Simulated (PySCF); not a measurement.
# How the method moves the HOMO and LUMO of `O=C(Cl)C1CC1`

Species: C4H5ClO.
Cartesian coordinates in Å at the PBE0-D3(BJ)/def2-SVP level; atoms count from 1:
```
atom  x, y, z in Å
O1     2.2400   -0.4765    0.1631
C2     1.5993    0.2798   -0.4829
Cl3    2.2790    0.9487   -2.0202
C4     0.2440    0.7705   -0.1696
C5    -0.1809    2.1853   -0.4946
C6    -0.7692    1.0576   -1.2547
H7    -0.1178    0.3310    0.7632
H8     0.5551    2.8117   -1.0032
H9    -0.7813    2.6903    0.2655
H10   -1.7953    0.7477   -1.0441
H11   -0.4378    0.9107   -2.2850
```

Basis pcSseg-2 throughout (PySCF), one geometry. The structure is a single PBE0-D3(BJ)/def2-SVP conformer in the gas phase; no vibrational or solvent corrections.

Problem. How do the orbital energies, the gap and the dipole change with the method?

Solution. 
| method | kind | HOMO (eV) | LUMO (eV) | gap (eV) | μ (D) | SCF cycles |
| --- | --- | --- | --- | --- | --- | --- |
| B97-D | GGA | -6.91 | -1.96 | 4.95 | 3.47 | 17 |
| KT2 | GGA | -7.03 | -2.00 | 5.04 | 3.48 | 18 |
| KT3 | GGA | -7.04 | -2.00 | 5.05 | 3.45 | 18 |
| B3LYP | global hybrid | -8.15 | -1.24 | 6.90 | 3.53 | 15 |
| PBE0 | global hybrid | -8.40 | -0.99 | 7.41 | 3.53 | 14 |
| mPW1PW91 | global hybrid | -8.43 | -1.01 | 7.42 | 3.53 | 14 |

The HOMO spans 1.52 eV, from B97-D down to mPW1PW91, and the gap runs from 4.95 eV (B97-D) to 7.42 eV (mPW1PW91). Over the methods B97-D (0 %), KT2 (0 %), KT3 (0 %), B3LYP (20 %), PBE0 (25 %), mPW1PW91 (25 %), a straight line through the gap against the share of exact exchange rises by 0.96 eV for each 10 % (correlation coefficient 1.000). The dipole ranges from 3.45 D (KT3) to 3.53 D (mPW1PW91). This basis has no diffuse functions.
